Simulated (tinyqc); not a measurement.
Worked calculation: RHF in the sto-6g basis, for H2O, spin multiplicity 1. One step of it, computed by the program tinyqc.

Problem. Iteration 1: diagonalisation and new density. Diagonalise F' = X^T F X, C = X C', fill 5 alpha and 5 beta electrons from the bottom; D = 2 C_occ C_occ^T. Each column has its largest component positive (the first on a tie).

Fock matrix F (hartree), lower triangle:
```
             1O 1s      1O 2s     1O 2px     1O 2py     1O 2pz      2H 1s      3H 1s
1O 1s   -20.670096
1O 2s    -5.015899  -2.545184
1O 2px    0.000000   0.000000  -0.292485
1O 2py    0.000000   0.000000   0.000000  -0.418229
1O 2pz   -0.014256  -0.138727   0.000000   0.000000  -0.379711
2H 1s    -1.114976  -1.069363   0.000000  -0.342503  -0.338560  -0.563327
3H 1s    -1.114976  -1.069363   0.000000   0.342503  -0.338560  -0.457279  -0.563327
```

X:
```
                1          2          3         4          5          6         7
1O 1s   -0.300502   0.000000   0.754472  0.000000  -0.618926   0.000000  0.151101
1O 2s    1.135352   0.000000  -0.308806  0.000000  -0.311811   0.000000  0.419971
1O 2px   0.000000   0.000000   0.000000  1.000000   0.000000   0.000000  0.000000
1O 2py   0.000000   0.892762   0.000000  0.000000   0.000000   0.701149  0.000000
1O 2pz   0.550478   0.000000   0.646697  0.000000   0.632958   0.000000  0.204522
2H 1s   -0.718620  -0.846230  -0.153997  0.000000   0.125520   0.369852  0.378499
3H 1s   -0.718620   0.846230  -0.153997  0.000000   0.125520  -0.369852  0.378499
```

Give: F' = X^T F X; orbital energies; coefficients C; D after iteration 1.

Solution.

F' = X^T F X (hartree), lower triangle:
```
         1        2        3        4        5        6        7
1  -0.0001
2   0.0000   0.5498
3   1.7514   0.0000  -9.3875
4   0.0000   0.0000   0.0000  -0.2925
5  -1.3357   0.0000   9.1339   0.0000  -9.8136
6   0.0000  -0.0152   0.0000   0.0000   0.0000  -0.5899
7   0.1260   0.0000  -3.6864   0.0000   4.0729   0.0000  -2.9303
```

orbital energies (hartree): MO1 -20.6734, MO2 -1.4721, MO3 -0.5901, MO4 -0.4456, MO5 -0.2925, MO6 0.4596, MO7 0.5500

coefficients C:
```
            MO1      MO2      MO3      MO4     MO5      MO6      MO7
1O 1s    0.9966  -0.2265   0.0000   0.0824  0.0000  -0.1189   0.0000
1O 2s    0.0155   0.8669   0.0000  -0.4523  0.0000   0.8376   0.0000
1O 2px   0.0000   0.0000   0.0000   0.0000  1.0000   0.0000   0.0000
1O 2py   0.0000   0.0000   0.7130   0.0000  0.0000   0.0000   0.8834
1O 2pz   0.0021   0.1026   0.0000   0.8095  0.0000   0.7056   0.0000
2H 1s   -0.0027   0.1410   0.3586   0.2490  0.0000  -0.7857  -0.8511
3H 1s   -0.0027   0.1410  -0.3586   0.2490  0.0000  -0.7857   0.8511
```

D after iteration 1, lower triangle:
```
          1O 1s    1O 2s  1O 2px   1O 2py  1O 2pz    2H 1s   3H 1s
1O 1s    2.1026
1O 2s   -0.4363   1.9128
1O 2px   0.0000   0.0000  2.0000
1O 2py   0.0000   0.0000  0.0000   1.0166
1O 2pz   0.0911  -0.5544  0.0000   0.0000  1.3317
2H 1s   -0.0283   0.0191  0.0000   0.5113  0.4321   0.4209
3H 1s   -0.0283   0.0191  0.0000  -0.5113  0.4321  -0.0934  0.4209
```
